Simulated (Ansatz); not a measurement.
**SiH₂S (triplet): wave-function methods side by side, def2-TZVPP**

The task here is to estimate one member of a computed series from the others.

Program: Ansatz 0.2.0, Gaussian basis. Level of theory: def2-TZVPP, core rule «outside noble gas», up to 10 orbitals frozen. These are calculated values, not measurements.

Plan: UHF; ROHF; CCSD(T) on UHF.

2 further runs of the same task are left out: 2 set aside as unsound or not needed.

## What is computed

The geometry is a PBE0/def2-TZVP stationary point (not a proven minimum) of the parent state, kept for this charge and spin.

4 atoms, charge 0, spin multiplicity 3.

Atoms are counted from 1 here; the program's logs count them from 0.

Bond lengths: Si1–S2 1.938 Å, Si1–H3 1.485 Å, Si1–H4 1.485 Å. Angles: S2–Si1–H3 125.0°, S2–Si1–H4 125.0°, H3–Si1–H4 109.9°.

The first run:

Contents of in.yaml:

```yaml
crystal:
  periodic: [false, false, false]
  atoms:
    - {symbol: Si, position_ang: [0.000000, 0.000000, 0.971947]}
    - {symbol: S, position_ang: [0.000000, 0.000000, -0.966027]}
    - {symbol: H, position_ang: [0.000000, 1.216091, 1.824529]}
    - {symbol: H, position_ang: [0.000000, -1.216091, 1.824529]}
basis:
  gaussian: {orbitals: def2-TZVPP}
magnetization: {spin_polarized: true, initial_magnetization: 2}
hamiltonian: {xc: hf}
output: {orbitals: {seedname: orbitals}}
```

On the command line:

```sh
ansatz run in.yaml --threads 1 --pin off --events-out ev --progress --plain --max-ram 4096MiB --backend cpu
```

Among the steps run: UHF; ROHF; CCSD(T) on UHF.

One table of the session follows, with a row left open; its other results are not shown here.

| method | from UCCSD(T) (kJ/mol) |
| --- | --- |
| ROHF | +827.8 |
| UHF | ? |
| UMP2 | +138.7 |
| UCCSD | +32.9 |
| UCCSD(T) | 0 |

Estimate the missing values for UHF.

The run gave: from UCCSD(T) (kJ/mol): +805.4. In the column «from UCCSD(T) (kJ/mol)» it lies between UMP2 (+138.7) and ROHF (+827.8).
